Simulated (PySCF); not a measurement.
Ethenimine, C2H3N.
Bonds: C1–C2 (double), C2–N3 (double). Hydrogens: H4, H5 on C1; H6 on N3.

The same species was optimised twice, with GFN2-xTB and with PBE0-D3(BJ)/def2-SVP (PySCF), and the same property calculations (PySCF, gas phase) were run on both structures.

| coordinate | GFN2-xTB | PBE0-D3(BJ)/def2-SVP | change |
| --- | --- | --- | --- |
| C1=C2 (Å) | 1.294 | 1.314 | +0.020 |
| C1–H4 (Å) | 1.074 | 1.092 | +0.018 |
| C1–H5 (Å) | 1.074 | 1.091 | +0.017 |
| N3–H6 (Å) | 1.011 | 1.023 | +0.012 |
| C2=N3 (Å) | 1.212 | 1.223 | +0.011 |
| C2–N3–H6 (°) | 122.4 | 116.0 | -6.4 |
| C1–C2–N3 (°) | 170.8 | 174.7 | +3.9 |
| H4–C1–H5 (°) | 117.7 | 119.5 | +1.8 |
| C2–C1–H5 (°) | 121.1 | 120.2 | -0.9 |
| C2–C1–H4 (°) | 121.2 | 120.3 | -0.9 |

Rotational constants: A = 216490, B = 9856, C = 9655 MHz (GFN2-xTB) against A = 199609, B = 9661, C = 9471 MHz (PBE0-D3(BJ)/def2-SVP). Point groups within 0.08 Å: Cs and Cs.

On the GFN2-xTB structure: HOMO (eV) -6.79 [PBE0/pcSseg-1]; LUMO (eV) 0.00 [PBE0/pcSseg-1]; dipole (D) 1.47 [PBE0/pcSseg-1]; GIAO shielding of C1 (ppm) 158.0 [PBE0/pcSseg-1]; GIAO shielding of C2 (ppm) -9.2 [PBE0/pcSseg-1]; GIAO shielding of N3 (ppm) 74.0 [PBE0/pcSseg-1].

**Question.** What do these properties become on the PBE0-D3(BJ)/def2-SVP structure?

**Answer.** 
```
                                    property          level  on GFN2-xTB  on PBE0-D3(BJ)/def2-SVP  change
                                   HOMO (eV)  PBE0/pcSseg-1        -6.79                    -6.91   -0.12
                                   LUMO (eV)  PBE0/pcSseg-1         0.00                    -0.11   -0.11
                                  dipole (D)  PBE0/pcSseg-1         1.47                     1.62   +0.15
energy, GFN2-xTB geometry as zero (kcal/mol)  PBE0/pcSseg-1          0.0                     -0.9    -0.9
                  GIAO shielding of C1 (ppm)  PBE0/pcSseg-1        158.0                    152.0    -6.0
                  GIAO shielding of C2 (ppm)  PBE0/pcSseg-1         -9.2                    -19.8   -10.6
                  GIAO shielding of N3 (ppm)  PBE0/pcSseg-1         74.0                     62.2   -11.8
```

The heavy atoms differ by 0.025 Å rms after alignment. Among all bonds C1=C2 changes most (+0.020 Å). Changes are differences of the printed values. Neither structure is proved a minimum here.
